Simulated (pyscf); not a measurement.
Single points on ωB97X-D3(BJ)/def2-SVP structures (PySCF, gas phase).

**Question.** For Cl–Nb(Cl)(Cl)(Cl)–Cl + HF → HCl + F–Nb(Cl)(Cl)(Cl)–Cl, a four-centre exchange (singlet surface; Cl–Nb, F–H broken, Cl–H, F–Nb formed), PBE/def2-TZVP gives ΔE‡ = 3.8 kJ/mol and ΔE = -27.7 kJ/mol (zero: the separated reactants). In which direction and how far do B3LYP-D3(BJ)/def2-TZVP, M06-2X/def2-TZVP, ωB97M-D3(BJ)/def2-TZVP move these?

**Answer.** B3LYP-D3(BJ): ΔE‡ = 10.9 kJ/mol, ΔE = -21.5 kJ/mol; M06-2X: ΔE‡ = 13.0 kJ/mol, ΔE = -17.5 kJ/mol; ωB97M-D3(BJ): ΔE‡ = 10.9 kJ/mol, ΔE = -30.8 kJ/mol. PBE's barrier lies under all of them, by 7.0 to 9.2 kJ/mol. Its reaction energy lies among theirs. On the reactant side the descent ends in an adduct with a F–Nb contact, 31.3 kJ/mol under the separated species and 41.1 kJ/mol under the saddle at ωB97X-D3(BJ)/def2-TZVP. On the product side the descent ends in an adduct with a Cl–Nb contact, 27.8 kJ/mol under the separated species and 53.5 kJ/mol under the saddle at ωB97X-D3(BJ)/def2-TZVP. What is counted as formed (F–Nb) is already present as a longer contact in the reactant adduct; forming that adduct is a step of its own. What is counted as broken (Cl–Nb) persists as a longer contact in the product adduct; parting that adduct is a step of its own. One saddle was located; it need not be the lowest between these sides. Elements past Kr carry the def2 core potentials, without spin-orbit coupling.
